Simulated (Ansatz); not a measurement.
## Ansatz (development build ahead of 0.2.0) run

```yaml
crystal:
  periodic: [false, false, false]
  atoms:
    - { symbol: C, position_ang: [0.0054, 0.00036, -0.64211] }
    - { symbol: C, position_ang: [0.00779, 0.00609, 0.63522] }
basis:
  gaussian: { orbitals: def2-TZVP }
total_charge: -1
magnetization:
  spin_polarized: true
  initial_magnetization: 1
hamiltonian:
  xc: hf
correlation:
  method: mp2
  frozen_orbitals: { C: 1 }
```

The input is written out in the form of the current development build from the run's settings.

The run gave:

- Converged: yes
- Reference energy: -75.58842 hartree
- Correlation energy: -0.25263 hartree
- Total energy: -75.84105 hartree
- Spin squared of the determinant: 0.755

Caution: no diffuse functions for an anion.
